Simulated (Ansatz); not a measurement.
Geometry optimisation, Ansatz, RKS PBE-D4/6-31G*.

The input (input.yaml):

```yaml
crystal:
  periodic: [false, false, false]
  atoms:
    - { symbol: C, position_ang: [-1.2904, 1.5621, -0.0924] }
    - { symbol: C, position_ang: [-0.5671, 0.563, -0.1412] }
    - { symbol: C, position_ang: [0.183, -0.4759, -0.1878] }
    - { symbol: C, position_ang: [1.3526, -0.7545, 0.8371] }
    - { symbol: S, position_ang: [0.0011, -1.6061, -1.5008] }
    - { symbol: H, position_ang: [-2.2862, 1.5885, 0.4206] }
    - { symbol: H, position_ang: [-1.025, 2.5295, -0.596] }
    - { symbol: H, position_ang: [2.3035, -0.7937, 0.3604] }
    - { symbol: H, position_ang: [1.3202, 0.0288, 1.6544] }
    - { symbol: H, position_ang: [1.0908, -1.7195, 1.3646] }
    - { symbol: H, position_ang: [0.98788, -2.42768, -1.12925] }
basis:
  gaussian: { orbitals: "6-31G*" }
hamiltonian:
  xc: pbe
  dispersion: d4
relax:
  f_tol: 0.015
  max_steps: 40
```

Launched with:

```bash
$ ansatz run input.yaml --threads 1 --pin off --max-ram 2048MiB --backend cpu --events-out ev --progress --plain --runs-dir out
```

Question: Where does it end, and by what steps?

Answer: It converged. After 18 steps the energy has fallen by 0.507 eV; H11 moved furthest, 0.59 Å.

```tsv
step	energy less start (eV)	largest force component (eV/Å)	accepted
0	0.0000	5.677	yes
1	-0.3728	1.327	yes
2	-0.3894	1.591	yes
3	-0.4279	0.830	yes
4	-0.4688	0.403	yes
5	-0.4800	0.186	yes
6	-0.4791	0.221	no
7	-0.4861	0.065	yes
8	-0.4918	0.119	yes
9	-0.5009	0.157	yes
10	-0.5044	0.111	yes
11	-0.5051	0.069	yes
12	-0.5053	0.068	yes
13	-0.5050	0.112	no
14	-0.5063	0.026	yes
15	-0.5064	0.043	yes
16	-0.5062	0.107	no
17	-0.5065	0.029	yes
18	-0.5065	0.011	yes
```

```xyz
11
Properties=species:S:1:pos:R:3
C -1.347 1.591 -0.098
C -0.526 0.568 -0.147
C 0.318 -0.446 -0.196
C 1.365 -0.721 0.856
S 0.309 -1.500 -1.658
H -2.320 1.527 0.408
H -1.101 2.554 -0.564
H 2.378 -0.669 0.421
H 1.289 0.006 1.681
H 1.237 -1.737 1.275
H 0.467 -2.678 -0.988
```

Whether the end is a true minimum wasn't checked by a vibrational analysis.

Run time: 79 s on 1 thread of AMD EPYC 7R43 64-Core Processor (Zen 3), on a shared host, peak memory 0.14 GiB.
